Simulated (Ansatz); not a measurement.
The same path of CH$_{3}$NOS$_{2}$ (8 atoms, charge 0, multiplicity 1) was run twice with different band settings. The coordinate that changes most is the height of N1 over the plane of its neighbours.

All numbers below come from RKS r2SCAN/def2-mTZVP in Ansatz.

Relaxed end points:

```xyz
8
Properties=species:S:1:pos:R:3
N 0.166 0.527 0.912
C -0.061 -0.155 -0.306
O 0.016 -1.517 -0.136
S -1.395 0.553 -1.356
S 0.660 0.382 -1.914
H 1.107 0.336 1.251
H 0.047 1.529 0.798
H -0.449 -1.712 0.696
```

```xyz
8
Properties=species:S:1:pos:R:3
N 0.666 0.687 0.795
C 0.059 -0.138 -0.151
O 0.084 -1.427 0.306
S -1.557 0.367 -1.050
S 0.407 0.217 -1.899
H 0.266 0.537 1.717
H 0.609 1.664 0.533
H -0.443 -1.964 -0.306
```

Common settings: movable images 7; climbing image yes; spring 5.0 eV/Å²; optimiser quadratic models (default); start path through a guess of the saddle point; end points relaxed.

| run | force threshold | iteration limit |
| --- | --- | --- |
| 1 | 0.03 eV/Å | 56 |
| 2 | 0.2 eV/Å | 60 |

What does each run give, and how far can it be trusted?

Run 1: converged after 13 iterations, highest image 0.082 eV above the first end. The profile has 2 maxima (images 2, 6) with wells between them (image 5): this band takes more than one step, which may be the mechanism or a detour left from its start path. A vibrational analysis at the climbing image gives one clearly imaginary mode, 367i cm⁻¹: a first-order saddle point.
Run 2: converged after 11 iterations, highest image 0.082 eV above the first end. The threshold of 0.2 eV/Å is loose, so the images may lie well off the minimum-energy path. The profile has 2 maxima (images 2, 6) with wells between them (image 4): this band takes more than one step, which may be the mechanism or a detour left from its start path. Another band between the same ends (7 images) ends at a top of the same energy, where a vibrational analysis finds 1 clearly imaginary mode.
